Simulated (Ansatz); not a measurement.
**BNH (quartet): the correlation ladder, 6-31G**

How much of the correlation energy of BNH (quartet) does each wave-function method recover here?

Program: Ansatz 0.2.0, Gaussian basis. Level of theory: 6-31G, core rule «outside noble gas», up to 2 orbitals frozen. These are calculated values, not measurements.

To be run: UHF; CCSD(T) on ROHF; CCSD(T) on UHF; BCCD(T) on ROHF; CISD; CCSDT(Q) on ROHF; CCSDT(Q) on UHF; CISDTQ; CCSDTQ on ROHF; CCSDTQ on UHF; CASSCF and MRCISD+Q, 9 electrons in 9 orbitals; CASSCF and MRCISD+Q(relaxed), 9 electrons in 9 orbitals; CASSCF and NEVPT2, 9 electrons in 9 orbitals; Full CI.

13 further runs of the same task are left out: 2 for a known fault of the program, 5 that didn't finish, 6 set aside as unsound or not needed.

## Step 1: The system

The geometry is a PBE0/def2-TZVP stationary point (not a proven minimum) of the parent state, kept for this charge and spin.

3 atoms, charge 0, spin multiplicity 4.

Atoms are counted from 1 here; the program's logs count them from 0.

Bond lengths: B1–N2 1.234 Å, N2–H3 0.993 Å. Angles: B1–N2–H3 180.0°.

## Step 2: UHF

in.yaml reads:

```yaml
crystal:
  periodic: [false, false, false]
  atoms:
    - {symbol: B, position_ang: [0.000000, 0.000000, 1.153245]}
    - {symbol: N, position_ang: [0.000000, 0.000000, -0.080303]}
    - {symbol: H, position_ang: [0.000000, 0.000000, -1.072942]}
basis:
  gaussian: {orbitals: 6-31G}
magnetization: {spin_polarized: true, initial_magnetization: 3}
hamiltonian: {xc: hf}
output: {orbitals: {seedname: orbitals}}
```

Launch:

```
> ansatz run in.yaml --threads 1 --pin off --events-out ev --progress --plain --max-ram 2393MiB
```

After this run come: CCSD(T) on ROHF; CCSD(T) on UHF; BCCD(T) on ROHF; CISD; CCSDT(Q) on ROHF; CCSDT(Q) on UHF; CISDTQ; CCSDTQ on ROHF; CCSDTQ on UHF; CASSCF and MRCISD+Q, 9 electrons in 9 orbitals; CASSCF and MRCISD+Q(relaxed), 9 electrons in 9 orbitals; CASSCF and NEVPT2, 9 electrons in 9 orbitals; Full CI.

**Question.** What will the summary of the whole plan be? Wanted: FCI below the RHF energy; RMP2 from FCI; UMP2 from FCI; RCCSD from FCI; RCCSD(T) from FCI; UCCSD(T) from FCI; RCCSDT(Q) from FCI; UCCSDT(Q) from FCI; NEVPT2 valence from FCI.

**Answer**, as computed:

| quantity | value |
| --- | --- |
| FCI below the RHF energy | -3.6609 eV |
| RMP2 from FCI | +1033.3 meV |
| UMP2 from FCI | +1016.2 meV |
| RCCSD from FCI | +387.1 meV |
| RCCSD(T) from FCI | +208.8 meV |
| UCCSD(T) from FCI | +207.3 meV |
| RCCSDT(Q) from FCI | -7.5 meV |
| UCCSDT(Q) from FCI | -8.7 meV |
| NEVPT2 valence from FCI | +352.2 meV |
| MRCISD+Q valence from FCI | +20.9 meV |
| MRCISD+Q(relaxed) valence from FCI | -1.8 meV |
| levels within 1 kcal/mol (43 meV) | RCCSDT, UCCSDT, CISDTQ, RCCSDT(Q), UCCSDT(Q), RCCSDTQ, UCCSDTQ, MRCISD+Q valence, MRCISD+Q(relaxed) valence |
| T1 diagnostic | 0.021 |
| effectively unpaired electrons | 3.39 |

In words: RCCSD(T) lands +208.8 meV from the yardstick (5.7 % of the correlation energy). RCCSDT(Q), UCCSDT(Q) fall below full CI: unrestricted runs freeze a spin-polarised core, another one than full CI's, and coupled cluster isn't variational. The occupations show some static correlation. Of the multireference levels listed MRCISD+Q(relaxed) valence comes nearest in total energy (-1.8 meV), which doesn't show that its space is the better one. These misses are within one basis, not against nature; the frozen cores of restricted and unrestricted runs differ, which can shift their rows.
